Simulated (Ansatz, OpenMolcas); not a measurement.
How methods differ on BNH2 (SMILES B[N])

BNH2: 4 atoms, total charge 0, spin state triplet. As SMILES, `B[N]`. The shape is that of a GFN2-xTB optimisation.

```xyz
4

B    -0.0357    0.0066   -0.0239
N     1.0418   -0.1917    0.6977
H    -1.0569   -0.4740    0.3346
H     0.0509    0.6591   -1.0083
```

Quantity: the energy change with the B1–H4 bond stretched from 1.184 to 1.480 Å, in eV. The values are calculated.

```json
{"level": "UHF/STO-3G", "kind": "Hartree–Fock", "program": "Ansatz", "value (eV)": "1.14", "less FCI/STO-3G": "+0.35", "CPU time (all runs)": "0.16 s"}
{"level": "UBLYP/STO-3G", "kind": "GGA", "program": "Ansatz", "value (eV)": "0.72", "less FCI/STO-3G": "-0.07", "CPU time (all runs)": "4.8 s"}
{"level": "UM06-2X/STO-3G", "kind": "hybrid meta-GGA", "program": "OpenMolcas", "value (eV)": "0.95", "less FCI/STO-3G": "+0.16", "CPU time (all runs)": "17 s"}
{"level": "UHSE06/STO-3G", "kind": "range-separated hybrid", "program": "Ansatz", "value (eV)": "0.88", "less FCI/STO-3G": "+0.09", "CPU time (all runs)": "3.6 s"}
{"level": "UB2PLYP/STO-3G", "kind": "double hybrid", "program": "Ansatz", "value (eV)": "0.91", "less FCI/STO-3G": "+0.12", "CPU time (all runs)": "2.6 s"}
{"level": "RPA@PBE/STO-3G", "kind": "RPA", "program": "Ansatz", "value (eV)": "0.76", "less FCI/STO-3G": "-0.03", "CPU time (all runs)": "5.2 s"}
{"level": "MRCI(2,2)/STO-3G", "kind": "multireference", "program": "OpenMolcas", "value (eV)": "0.84", "less FCI/STO-3G": "+0.05", "CPU time (all runs)": "3.4 s"}
{"level": "UCCSD/STO-3G", "kind": "coupled cluster or CI", "program": "Ansatz", "value (eV)": "0.81", "less FCI/STO-3G": "+0.02", "CPU time (all runs)": "0.44 s"}
{"level": "UCCSDTQ/STO-3G", "kind": "coupled cluster or CI", "program": "Ansatz", "value (eV)": "0.79", "less FCI/STO-3G": "0.00", "CPU time (all runs)": "44 s"}
{"level": "FCI/STO-3G", "kind": "exact in the basis", "program": "Ansatz", "value (eV)": "0.79", "less FCI/STO-3G": "0.00", "CPU time (all runs)": "1.1 s"}
```

FCI/STO-3G is exact within its basis and frozen core, so for wave-function methods in that basis the difference is their error; functionals converge differently with the basis, so for them it is only a difference. The first shape isn't each level's own minimum. The values span 0.72 to 1.14 eV. All rows use very small basis sets, so none should be taken for the real molecule's value. In so small a basis fixed costs decide the times, and correlated methods can beat functionals. CPU times are rough (shared hosts, several kinds of processor and program).
